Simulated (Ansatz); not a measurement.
We consider diamond, described by LDA in Ansatz (plane waves, PAW).

Run with plane-wave cutoff 520 eV, 16×16×16 k mesh, Fermi–Dirac smearing 0.01 eV, scalar-relativistic PAW data made under PBE.

Energies at three volumes about the minimum:

| V (Å³/atom) | E − E_lowest (meV/atom) |
|---|---|
| 5.396 | 3.36 |
| 5.506 | 0.00 |
| 5.617 | 3.08 |

Question: Fit a parabola by hand: where is the minimum, what lattice constant follows, and what is the bulk modulus?

Answer: Slopes: (0.00 − 3.36)/(5.506 − 5.396) = -30.545 and (3.08 − 0.00)/(5.617 − 5.506) = 27.748 meV/Å³. Curvature E″ = 2 × (27.748 − (-30.545))/(5.617 − 5.396) = 527.538 meV/Å⁶. From the middle of the first interval, the slope vanishes at V0 = 5.4510 − (-30.545)/527.538 = 5.509 Å³/atom. B = V0 E″ = 5.509 × 527.538 meV/Å³ × 0.1602 GPa per meV/Å³ = 466 GPa. With 8 atoms in the cube, a = (8 × 5.509)^(1/3) = 3.532 Å. The full Birch–Murnaghan fit to all volumes gives V0 = 5.507 Å³/atom and B0 = 468 GPa.

Measured, for comparison: bulk modulus 455 GPa (0 K value with the zero-point phonon effect removed; as tabulated in Mejia-Rodriguez and Trickey (2018), arXiv:1807.09216); lattice constant a 3.553 Å (static lattice: zero-point anharmonic expansion removed, sources range from 3.543 to 3.555; as tabulated in Mejia-Rodriguez and Trickey (2018), arXiv:1807.09216). Computed less measured: bulk modulus +2.9 %.

Ansatz is a quantum-chemistry and plane-wave program.
